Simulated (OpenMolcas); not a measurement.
## Si₂⁺ at 2.297 Å: OpenMolcas input and output

Input (each module block was a call of its own in one work directory; start orbitals came from a preliminary run):

```
&GATEWAY
Coord
2
angstrom
Si 0.0 0.0 0.0
Si 0.0 0.0 2.2970
Basis=ANO-RCC-VTZP
Group=XY
RX2C
AMFI
ANGMom
0.0 0.0 0.0
RICD
&SEWARD
&GUESSORB
* RASSCF and CASPT2 blocks for each multiplicity and irrep, as for the first:
&RASSCF
FileOrb=$CurrDir/o41.orb
Symmetry=1
Spin=4
nActEl=7 0 0
Inactive=6 4
RAS2=4 4
CIRoot=5 5 1
Linear
Iterations=120 100
OrbListing=Nothing
PRWF=0.15
>>COPY $Project.RasOrb $CurrDir/o41.orb
>>COPY $Project.rasscf.h5 $CurrDir/r41.h5
&CASPT2
XMultistate=all
Imaginary=0.2
IPEA=0.25
MaxIter=40
>>COPY $Project.JobMix JOB001
&RASSI
Nr of JobIphs=4 5 8 7 2
1 2 3 4 5
1 2 3 4 5 6 7 8
1 2 3 4 5 6 7
1 2
SpinOrbit
EJob
Omega
MEES
MESO
Properties=4
'AngMom' 3 'Mltpl  1' 1 'Mltpl  1' 2 'Mltpl  1' 3
Thrs=1.0d-4
>>COPY $Project.rassi.h5 $CurrDir/so.h5
```

```bash
pymolcas m.inp
```

C2 symmetry about the axis (a holds Σ, Δ, Γ; b holds Π, Φ, H; Σ⁺ and Σ⁻ are not told apart); roots by multiplicity and irrep: 4a 5, 2b 8, 2a 7, 4b 2.

RASSI part of the output, in excerpt:

```
SPIN-FREE ENERGIES:
  (Shifted by EMIN (a.u.) =       -578.9138269377)
 SF State       Relative EMIN(au)   Rel lowest level(eV)    D:o, cm**(-1)      Abs_M
     1             0.0000000000        0.0000000000              0.0000         0.0
     6             0.0209783560        0.5708501479           4604.2169         1.0
     7             0.0209783871        0.5708509953           4604.2238         1.0
    14             0.0280797062        0.7640877306           6162.7832         2.0
    15             0.0282345320        0.7683007567           6196.7635         2.0
    16             0.0307919071        0.8378904776           6758.0425         0.0
    17             0.0416481771        1.1333046344           9140.7183         0.0
     8             0.0468609210        1.2751506210          10284.7834         1.0
     9             0.0468611941        1.2751580529          10284.8433         1.0
     2             0.0961126198        2.6153576198          21094.2818         2.0
     3             0.0961596532        2.6166374641          21104.6044         2.0
    18             0.0991840568        2.6989356786          21768.3843         0.0
     4             0.0998870638        2.7180654748          21922.6765         0.0
    21             0.1041554059        2.8342129794          22859.4693         1.0
    22             0.1041554059        2.8342129794          22859.4693         1.0
     5             0.1049275811        2.8552249377          23028.9422         0.0
    10             0.1177983113        3.2054553469          25853.7409         1.0
    11             0.1177985654        3.2054622631          25853.7967         1.0
    19             0.1261639216        3.4330952018          27689.7802         2.0
    20             0.1262653359        3.4358548253          27712.0381         2.0
    12             0.1383123074        3.7636696187          30356.0427         1.0
    13             0.1383128385        3.7636840700          30356.1592         1.0
++ Dipole transition strengths (spin-free states):
     for osc. strength at least  1.00000000E-05
      From   To        Osc. strength     Einstein coefficients Ax, Ay, Az (sec-1)    Total A (sec-1)
         1    5       2.49151697E-03  0.00000000E+00  0.00000000E+00  8.81361458E+05  8.81361458E+05
         6   14       8.35824851E-05  8.79001115E+00  1.26637851E+02  0.00000000E+00  1.35427862E+02
         6   15       8.53967114E-05  1.35087871E+02  9.37879454E+00  0.00000000E+00  1.44466666E+02
         6   16       4.09979403E-04  1.24481497E+03  2.37867577E+01  0.00000000E+00  1.26860173E+03
         6   17       9.91088374E-04  2.62050801E+02  1.33428914E+04  0.00000000E+00  1.36049422E+04
         6   10       5.52948136E-03  0.00000000E+00  0.00000000E+00  1.66542484E+06  1.66542484E+06
         6   11       3.10808675E-05  0.00000000E+00  0.00000000E+00  9.36129756E+03  9.36129756E+03
         6   12       3.69707716E-04  0.00000000E+00  0.00000000E+00  1.63537288E+05  1.63537288E+05
         6   13       6.75390669E-02  0.00000000E+00  0.00000000E+00  2.98756431E+07  2.98756431E+07
         7   14       8.35783579E-05  1.26629431E+02  8.79055614E+00  0.00000000E+00  1.35419987E+02
         7   15       8.54106899E-05  9.37710593E+00  1.35111967E+02  0.00000000E+00  1.44489073E+02
         7   16       4.10013723E-04  2.37880327E+01  1.24491184E+03  0.00000000E+00  1.26869987E+03
         7   17       9.91040538E-04  1.33421891E+04  2.62055444E+02  0.00000000E+00  1.36042446E+04
         7   10       3.10862827E-05  0.00000000E+00  0.00000000E+00  9.36287339E+03  9.36287339E+03
         7   11       5.52851835E-03  0.00000000E+00  0.00000000E+00  1.66514246E+06  1.66514246E+06
         7   12       6.75384303E-02  0.00000000E+00  0.00000000E+00  2.98750753E+07  2.98750753E+07
         7   13       3.69710652E-04  0.00000000E+00  0.00000000E+00  1.63539980E+05  1.63539980E+05
        14    8       5.97913507E-04  6.55313076E+03  2.23231372E+02  0.00000000E+00  6.77636214E+03
        14    9       5.97941641E-04  2.23259428E+02  6.55361866E+03  0.00000000E+00  6.77687808E+03
        14   19       1.20827954E-03  0.00000000E+00  0.00000000E+00  3.73487910E+05  3.73487910E+05
        14   20       4.17737114E-03  0.00000000E+00  0.00000000E+00  1.29392709E+06  1.29392709E+06
        15    8       5.93002955E-04  2.17756111E+02  6.39260334E+03  0.00000000E+00  6.61035945E+03
        15    9       5.92979732E-04  6.39251424E+03  2.17780181E+02  0.00000000E+00  6.61029442E+03
        15   19       4.16651465E-03  0.00000000E+00  0.00000000E+00  1.28383701E+06  1.28383701E+06
        15   20       1.20764211E-03  0.00000000E+00  0.00000000E+00  3.72884438E+05  3.72884438E+05
        16    8       1.39119972E-03  4.42922705E+01  1.14976478E+04  0.00000000E+00  1.15419401E+04
        16    9       1.39120845E-03  1.14981191E+04  4.42858118E+01  0.00000000E+00  1.15424049E+04
        16   18       1.74619887E-03  0.00000000E+00  0.00000000E+00  2.62432185E+05  2.62432185E+05
        17    8       1.70234247E-05  1.47956003E+01  6.68558983E-02  0.00000000E+00  1.48624562E+01
        17    9       1.70242655E-05  6.68710525E-02  1.47978768E+01  0.00000000E+00  1.48647478E+01
         8   11       1.14075358E-03  0.00000000E+00  0.00000000E+00  1.84440482E+05  1.84440482E+05
         8   12       9.03862109E-03  0.00000000E+00  0.00000000E+00  2.42881061E+06  2.42881061E+06
         9   10       1.14076447E-03  0.00000000E+00  0.00000000E+00  1.84439501E+05  1.84439501E+05
         9   13       9.03831356E-03  0.00000000E+00  0.00000000E+00  2.42874167E+06  2.42874167E+06
         2   21       1.57219433E-04  6.42354393E+01  2.62525509E+02  0.00000000E+00  3.26760949E+02
         2   22       1.57217782E-04  2.62521974E+02  6.42355425E+01  0.00000000E+00  3.26757516E+02
         3   21       1.56299609E-04  2.57945574E+02  6.31153730E+01  0.00000000E+00  3.21060947E+02
         3   22       1.56299404E-04  6.31149502E+01  2.57945575E+02  0.00000000E+00  3.21060526E+02
        18   10       4.71895297E-04  5.23157304E+03  2.19159420E+01  0.00000000E+00  5.25348898E+03
        18   11       4.71898831E-04  2.19167220E+01  5.23175507E+03  0.00000000E+00  5.25367180E+03
        18   12       8.63376808E-04  1.77230304E+02  4.22937342E+04  0.00000000E+00  4.24709645E+04
        18   13       8.63345465E-04  4.22933479E+04  1.77227702E+02  0.00000000E+00  4.24705756E+04
         4   21       5.74472140E-05  1.25874595E-01  3.35019124E+01  0.00000000E+00  3.36277870E+01
         4   22       5.74482088E-05  3.35025027E+01  1.25866667E-01  0.00000000E+00  3.36283693E+01
        19   12       3.15873512E-04  5.90225356E+02  9.07600211E+02  0.00000000E+00  1.49782557E+03
        19   13       3.15889361E-04  9.07355704E+02  5.90675982E+02  0.00000000E+00  1.49803169E+03
        20   12       3.13222780E-04  8.84688430E+02  5.75873530E+02  0.00000000E+00  1.46056196E+03
        20   13       3.13265552E-04  5.75643264E+02  8.85246935E+02  0.00000000E+00  1.46089020E+03
 Electric-quadrupole - electric-quadrupole not included
 Electric-dipole - electric-octupole not included
 Electric-dipole - magnetic-quadrupole not included
   Eigenvalues of complex Hamiltonian:
  (Shifted by EMIN (a.u.) =       -578.9138269377)
 SO State       Relative EMIN(au)   Rel lowest level(eV)    D:o, cm**(-1)      Omega
     1            -0.0000078543        0.0000000000              0.0000         0.5
     2            -0.0000078543        0.0000000000              0.0000         0.5
     3            -0.0000013799        0.0001761779              1.4210         1.5
     4            -0.0000013799        0.0001761779              1.4210         1.5
     5             0.0207528885        0.5649285924           4556.4564         0.5
     6             0.0207528885        0.5649285924           4556.4564         0.5
     7             0.0211917557        0.5768707777           4652.7766         1.5
     8             0.0211917557        0.5768707777           4652.7766         1.5
     9             0.0280787115        0.7642743898           6164.2887         2.0
    10             0.0280787115        0.7642743898           6164.2887         2.0
    11             0.0282337093        0.7684920952           6198.3068         2.1
    12             0.0282337093        0.7684920952           6198.3068         2.1
    13             0.0307785646        0.8377411373           6756.8380         0.5
    14             0.0307785646        0.8377411373           6756.8380         0.5
    15             0.0416643133        1.1339574496           9145.9836         0.5
    16             0.0416643133        1.1339574496           9145.9836         0.5
    17             0.0466432012        1.2694398911          10238.7232         1.5
    18             0.0466432012        1.2694398911          10238.7232         1.5
    19             0.0470806320        1.2813429894          10334.7282         0.5
    20             0.0470806320        1.2813429894          10334.7282         0.5
    21             0.0954647300        2.5979413665          20953.8102         0.5
    22             0.0954647300        2.5979413665          20953.8102         0.5
    23             0.0959084977        2.6100169026          21051.2060         1.5
    24             0.0959084977        2.6100169026          21051.2060         1.5
    25             0.0963596244        2.6222926859          21150.2169         2.5
    26             0.0963596244        2.6222926859          21150.2169         2.5
    27             0.0968114008        2.6345861469          21249.3703         3.5
    28             0.0968114008        2.6345861469          21249.3703         3.5
    29             0.0988881578        2.6910975838          21705.1658         0.5
    30             0.0988881578        2.6910975838          21705.1658         0.5
    31             0.0998885543        2.7183197596          21924.7275         1.5
    32             0.0998885543        2.7183197596          21924.7275         1.5
    33             0.1001845045        2.7263729735          21989.6810         0.5
    34             0.1001845045        2.7263729735          21989.6810         0.5
    35             0.1039378607        2.8285069994          22813.4475         0.5
    36             0.1039378607        2.8285069994          22813.4475         0.5
    37             0.1040734234        2.8321958500          22843.2001         0.5
    38             0.1040734234        2.8321958500          22843.2001         0.5
    39             0.1042192562        2.8361641609          22875.2067         1.5
    40             0.1042192562        2.8361641609          22875.2067         1.5
    41             0.1043754889        2.8404154708          22909.4958         2.5
    42             0.1043754889        2.8404154708          22909.4958         2.5
    43             0.1049278876        2.8554470037          23030.7333         0.5
    44             0.1049278876        2.8554470037          23030.7333         0.5
    45             0.1049288060        2.8554719943          23030.9348         1.5
    46             0.1049288060        2.8554719943          23030.9348         1.5
    47             0.1177717215        3.2049455288          25849.6290         0.5
    48             0.1177717215        3.2049455288          25849.6290         0.5
    49             0.1178455986        3.2069558278          25865.8431         1.5
    50             0.1178455986        3.2069558278          25865.8431         1.5
    51             0.1258062463        3.4235760884          27613.0034         1.5
    52             0.1258062463        3.4235760884          27613.0034         1.5
    53             0.1266291215        3.4459676626          27793.6036         2.5
    54             0.1266291215        3.4459676626          27793.6036         2.5
    55             0.1380315175        3.7562426632          30296.1402         0.5
    56             0.1380315175        3.7562426632          30296.1402         0.5
    57             0.1385970373        3.7716312410          30420.2575         1.5
    58             0.1385970373        3.7716312410          30420.2575         1.5
 Weights of the five most important spin-orbit-free states for each spin-orbit state.
 SO State  Total energy (au)           Spin-free states, spin, and weights
    1        -0.000008       1 1.5  0.9998   17 0.5  0.0001   22 1.5  0.0000   21 1.5  0.0000   12 0.5  0.0000
    2        -0.000008       1 1.5  0.9998   17 0.5  0.0001   22 1.5  0.0000   21 1.5  0.0000   12 0.5  0.0000
    3        -0.000001       1 1.5  1.0000   21 1.5  0.0000   22 1.5  0.0000   12 0.5  0.0000   13 0.5  0.0000
    4        -0.000001       1 1.5  1.0000   21 1.5  0.0000   22 1.5  0.0000   12 0.5  0.0000   13 0.5  0.0000
    5         0.020753       6 0.5  0.5000    7 0.5  0.4999    8 0.5  0.0000    9 0.5  0.0000    2 1.5  0.0000
    6         0.020753       6 0.5  0.5000    7 0.5  0.4999    8 0.5  0.0000    9 0.5  0.0000    2 1.5  0.0000
    7         0.021192       7 0.5  0.5000    6 0.5  0.4999    9 0.5  0.0000    8 0.5  0.0000    4 1.5  0.0000
    8         0.021192       7 0.5  0.5000    6 0.5  0.4999    9 0.5  0.0000    8 0.5  0.0000    4 1.5  0.0000
    9         0.028079      14 0.5  0.9994   15 0.5  0.0006   11 0.5  0.0000   10 0.5  0.0000   22 1.5  0.0000
   10         0.028079      14 0.5  0.9994   15 0.5  0.0006   11 0.5  0.0000   10 0.5  0.0000   22 1.5  0.0000
   11         0.028234      15 0.5  0.9994   14 0.5  0.0006   10 0.5  0.0000   11 0.5  0.0000   21 1.5  0.0000
   12         0.028234      15 0.5  0.9994   14 0.5  0.0006   10 0.5  0.0000   11 0.5  0.0000   21 1.5  0.0000
   13         0.030779      16 0.5  0.9990   17 0.5  0.0010   22 1.5  0.0000   21 1.5  0.0000   12 0.5  0.0000
   14         0.030779      16 0.5  0.9990   17 0.5  0.0010   22 1.5  0.0000   21 1.5  0.0000   12 0.5  0.0000
   15         0.041664
```

g and u states are not told apart. Only roots inside an energy window near the equilibrium distance were included, so the list of states is not complete; labels number the states computed. Each spin and symmetry block has orbitals of its own, averaged over its own roots, so gaps between blocks are less sure than gaps within one and near the minimum can be off by tenths of an eV, in bad cases by more. No Rydberg orbitals are active, so Rydberg states, and σ→σ* states whose orbital the CASSCF left unused, can be missing between those listed. CASPT2 splits the two components of degenerate states numerically, here by up to 34 cm⁻¹.
